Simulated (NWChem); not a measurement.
CHO, doublet; SMILES [CH]=O

Results from NWChem. Spin-unrestricted. In the optimisation the excess spin sits in a' (Cs, its own frame). No stability test was run on the SCF state. The level has its own optimisation; frequencies are unscaled.

Task: What does the run give for PBE/pcseg-1? Quantities: r C–O (Å); r C–H (Å); highest harmonic frequency (cm⁻¹); lowest (cm⁻¹); zero-point energy (kcal/mol); dipole (D).

Result: The r C–O (Å) is 1.189 and the r C–H (Å) comes out as 1.145. The highest harmonic frequency (cm⁻¹) is 2549 and the lowest (cm⁻¹) is 1075. The zero-point energy (kcal/mol) is 7.9 and the dipole (D) comes out as 1.56.
